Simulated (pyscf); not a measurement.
## Four-centre exchange: SnH₄ + H₂O → HO–SnH₃ + H₂

Gas phase, singlet surface, charge 0. Bonds broken: Sn1–H2, O6–H7. Bonds formed: Sn1–O6, H2–H7. Optimised with ωB97X-D3(BJ)/def2-SVP in PySCF.

Transition state (Å):

```xyz
8

Sn    -0.2770     0.3710    -0.2281
H     -1.2469    -1.5378    -0.2532
H      0.6743     1.5122     0.6459
H     -1.7358     1.1117    -0.6889
H      0.7146    -0.2467    -1.4714
O     -0.4974    -0.7748     1.6170
H     -0.9491    -1.4737     0.7658
H      0.2844    -1.0832     2.1005
```

One imaginary mode, 1386i cm⁻¹; descent along it reached the two sides named.

```json
[
 {"bond": "Sn1–H2", "change": "breaks", "reactant side (Å)": "1.712", "saddle": "2.141", "product side": "4.6"},
 {"bond": "O6–H7", "change": "breaks", "reactant side (Å)": "0.965", "saddle": "1.190", "product side": "2.386"},
 {"bond": "Sn1–O6", "change": "forms", "reactant side (Å)": "3.0", "saddle": "2.183", "product side": "1.993"},
 {"bond": "H2–H7", "change": "forms", "reactant side (Å)": "2.7", "saddle": "1.064", "product side": "0.763"}
]
```

Electronic energies relative to the separated reactants (kJ/mol):

| level | barrier | reaction energy | reverse barrier |
|---|---|---|---|
| ωB97X-D3(BJ)/def2-TZVP | 146.0 | +1.1 | 144.8 |
| PBE/def2-TZVP | 125.3 | +3.9 | 121.4 |
| r²SCAN/def2-TZVP | 131.3 | -0.4 | 131.7 |
| B3LYP-D3(BJ)/def2-TZVP | 142.1 | +1.7 | 140.4 |
| PBE0-D3(BJ)/def2-TZVP | 140.2 | +10.8 | 129.4 |
| M06-2X/def2-TZVP | 134.8 | -15.6 | 150.4 |
| ωB97M-D3(BJ)/def2-TZVP | 151.3 | +8.6 | 142.6 |
| HF/def2-TZVP | 214.4 | +16.6 | 197.8 |

With ωB97M-D3(BJ)/def2-TZVP energies and thermal terms (ideal gas, 1 atm, RRHO with modes under 100 cm⁻¹ raised to 100, one conformer, R ln 2 for chiral ones without a mode under 150 cm⁻¹), in kJ/mol:

```csv
T (K),ΔH‡,ΔG‡,ΔH,ΔG
298,142.6,177.6,-1.5,-1.2
600,143.2,213.1,+3.1,-2.7
900,146.3,247.4,+6.9,-6.4
1200,150.0,280.6,+9.7,-11.3
```

At the saddle there is also a short H–Sn contact that neither side keeps. One saddle was located; it need not be the lowest between these sides. Elements past Kr carry the def2 core potentials, without spin-orbit coupling.
